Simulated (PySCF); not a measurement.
Start geometry of `O=[N+]([O-])F` (nitryl fluoride) from GFN2-xTB (Å):
```
atom  x, y, z in Å
O1    -0.3459    1.0789    0.7004
N2     0.1089    0.0931    0.4353
O3     1.0333   -0.5173    0.6636
F4    -0.7582   -0.6801   -0.5427
```

**Question.** What comes out of this run: PySCF, PBE0-D3(BJ)/def2-SVP geometry optimisation, gas phase?

**Answer.** 
```
atom  x, y, z in Å
O1    -0.2442    1.1938    0.2865
N2     0.1083    0.0760    0.3041
O3     1.1475   -0.4645    0.2563
F4    -0.9820   -0.8403    0.4076
```

The energy falls by 0.277 eV over 9 energy and gradient evaluations, the largest force component goes from 0.0971 to 1.1e-04 Eh/bohr, and the atoms move by 0.040 Å rms after alignment. The bond that changes most is N2–F4 (ends: nitrogen bonded to F and 2 O; fluorine bonded to N), which shortens by 0.091 Å. Bonds longer at the end by more than 0.005 Å: 2 of 3; shorter: 1. Among the angles that change most is O1–N2–O3, from 139.5° to 134.9°. Rotational constants go from 14212, 11347, 6310 to 13481, 11833, 6301 MHz. The orientation of the end geometry is arbitrary; only internal coordinates are fixed.

The run used 56 basis functions and 68 SCF cycles in all.

Stationary, but not proved a minimum.
